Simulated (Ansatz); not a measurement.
System: litharge SnO. Method: r²SCAN (PAW; Ansatz, a quantum-chemistry and plane-wave program).

Run with plane-wave cutoff 500 eV, 10×10×8 k mesh (along the axes of the cell as run), Fermi–Dirac smearing 0.05 eV, scalar-relativistic PAW data made under PBE.

Computed at the level's own relaxed cell.

**Question.** Give the computed volume per atom, lattice parameter a and lattice parameter c.

**Answer.** 
* **volume per atom**: 17.90 Å³/atom
* **lattice parameter a**: 3.808 Å
* **lattice parameter c**: 4.937 Å

Measured, for comparison: lattice constant a 3.801 Å, lattice parameter c 4.835 Å (temperature not stated, not corrected to a static lattice; as tabulated in Electronic properties of the Sn1−xPbxO alloy and band alignment of the SnO/PbO …). Computed (rounded) less measured: lattice constant a +0.2 %, lattice parameter c +2.1 %.

Note: the cell comes from a level without a dispersion term, which matters for the spacing of layers, chains or molecules.

Spin–orbit coupling is not included.
